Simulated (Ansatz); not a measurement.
Species: C2H4NO (charge 0, doublet). It need not be the lowest isomer of its formula. 
Geometry from a B3LYP-D3(BJ)/def2-TZVP (Ansatz, a program for electronic structure) optimisation:
SMILES: [CH2]C(=O)N
```xyz
8

O      0.2440     1.2982     0.2869
C      0.0056     0.1235     0.0276
N      1.0071    -0.7711    -0.2593
C     -1.3493    -0.3957    -0.0172
H      0.8326    -1.7569    -0.3335
H     -1.5726    -1.4257    -0.2615
H     -2.1561     0.2872     0.1984
H      1.9565    -0.4591    -0.1456
```
Charge 0, spin multiplicity 2.

**Question.** Give the harmonic wavenumbers at B3LYP-D3(BJ)/def2-TZVP (Ansatz, finite differences of forces, unscaled).

**Answer.** 179, 273, 421, 503, 551, 608, 755, 914, 955, 1112, 1346, 1470, 1612, 1673, 3156, 3277, 3587, 3716 cm⁻¹. Zero-point energy 37.3 kcal/mol.

**Question.** From these and the geometry, give the ideal-gas thermochemistry at 298.15 K and 1 atm (rigid rotor, harmonic oscillator).

**Answer.** Point group C1, rotational symmetry number 1. Rotational constants 11.28, 10.29, 5.385 GHz. S(trans) 38.10, S(rot) 23.76, S(vib) 7.03, S(elec, spin only) 1.38, S 70.3 cal/(mol K). H(298) - H(0) 3.71 kcal/mol; G - E(el) 20.1 kcal/mol.
